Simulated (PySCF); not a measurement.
**`C(=O)=S`, COS**

Geometry:
```csv
atom,x (Å),y (Å),z (Å)
O1,-1.300,0.317,0.008
C2,-0.168,0.082,0.010
S3,1.364,-0.235,0.013
```

Theory: GIAO KT3/aug-pcSseg-2 magnetisability, rotational g tensor and spin-rotation constants, non-relativistic, gas phase (PySCF 2.14.0). Geometry: PBE0-D3(BJ)/def2-SVP.

Task: How diamagnetic is it, and how anisotropic?

Result: Isotropic -574 × 10⁻³⁰ J/T², or -34.5 × 10⁻⁶ cm³/mol; principal values -678, -522, -522 × 10⁻³⁰ J/T², anisotropy 157 × 10⁻³⁰ J/T² (root of half the summed squared differences of the principal values). The susceptibility is in cgs units.

Task: Split it along the inertial axes a, b, c into diamagnetic and paramagnetic parts about the centre of mass, with the quadrupole moment.

Result: 
```
axis  χ (10⁻⁶ cm³/mol)  diamagnetic (10⁻⁶ cm³/mol)  paramagnetic (10⁻⁶ cm³/mol)  summed x² of all electrons (Å²)  quadrupole Θ (D Å)
   a             -40.8                       -40.8                          0.0                             46.5               -0.85
   b             -31.4                      -217.8                        186.4                              4.8               +0.43
   c             -31.4                      -217.8                        186.4                              4.8               +0.43
```
Anisotropies 2χaa − χbb − χcc = -18.9 and 2χbb − χaa − χcc = +9.4 × 10⁻⁶ cm³/mol. Θ is traceless in Buckingham's convention.

Task: And the rotational g tensor?

Result: 
| axis | rotational constant (GHz) | g | nuclear part | electronic part |
| --- | --- | --- | --- | --- |
| b | 6.0870 | -0.0291 | 0.5039 | -0.5330 |
| c | 6.0870 | -0.0291 | 0.5039 | -0.5330 |

Linear; isotopes 12C, 16O, 32S; no vibrational averaging.
